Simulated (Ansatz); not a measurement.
bcc Mo was calculated with LDA (Ansatz, a program for electronic structure, plane waves, PAW).

Run with plane-wave cutoff 520 eV, 28×28×28 k mesh, Fermi–Dirac smearing 0.088 eV (set by the program), no spin polarisation, scalar-relativistic PAW data made under PBE.

Computed at the level's own relaxed cell.

Hill averages of the elastic tensor: K = 292.1 GPa, G = 125.4 GPa. Volume 15.061 Å³/atom, mean atomic mass 95.940 u.

### Question
Work out the density, the sound velocities of a polycrystal and the elastic Debye temperature, and Pugh's ratio at this level.

### Answer
ρ = 1.66054 × 95.940/15.061 = 10.578 g/cm³. v_l = √[(K + 4G/3)/ρ] = 6.589 km/s and v_t = √(G/ρ) = 3.443 km/s. The mean follows from 3/v_m³ = 1/v_l³ + 2/v_t³: v_m = 3.852 km/s. Θ_D = (ħ/k_B) v_m (6π²/V)^(1/3) = 76.38 K Å s/km × 3.852 × 1.5783 Å⁻¹ = 464 K, counting all atoms of the cell. K/G = 2.33, to be set beside Pugh's rough bound of 1.75 between brittle and ductile metals.

Note: shear constants of such metals converge slowly with the k mesh.
